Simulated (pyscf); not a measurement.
Optimised with ωB97X-D3(BJ)/def2-SVP in PySCF.

Task: How much does it cost (ΔH, 298 K, ωB97M-D3(BJ)/def2-TZVP) to split `[CH3][C]([CH3])([CH3])[O][Sn]([OH])([OH])[OH]` at its C–O bond into H₃C–C•(CH₃)–CH₃ + •O–Sn(OH)(OH)–OH?

Result: C–O to H₃C–C•(CH₃)–CH₃ + •O–Sn(OH)(OH)–OH: 4.19 eV. The 7 functionals that were run give +3.86 (r²SCAN) to +4.33 eV (M06-2X). Other isomers of H₃C–C•(CH₃)–CH₃, •O–Sn(OH)(OH)–OH were not searched in full and may lie lower. Elements past Kr carry the def2 core potentials, without spin-orbit coupling.
